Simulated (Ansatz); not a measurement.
A calculation with Ansatz (development build ahead of 0.2.0).

```yaml
crystal:
  periodic: [false, false, false]
  atoms:
    - { symbol: C, position_ang: [0.0, 0.0, 0.5575] }
    - { symbol: O, position_ang: [0.0, 0.0, -0.5575] }
basis:
  gaussian: { orbitals: cc-pVDZ }
total_charge: 1
magnetization:
  initial_magnetization: 1
hamiltonian:
  xc: hf
correlation:
  method: ccsd_t
  frozen_orbitals: { C: 1, O: 1 }
```

The input is written out in the form of the current development build from the run's settings. Correlation on restricted open-shell orbitals is semicanonical, with singles.

Results

```json
{"Converged": "yes", "Reference energy": "-112.26027 hartree", "CCSD correlation energy": "-0.28276 hartree", "Triples correction": "-0.01183 hartree", "Total energy": "-112.55487 hartree", "Spin squared of the determinant": "0.750"}
```
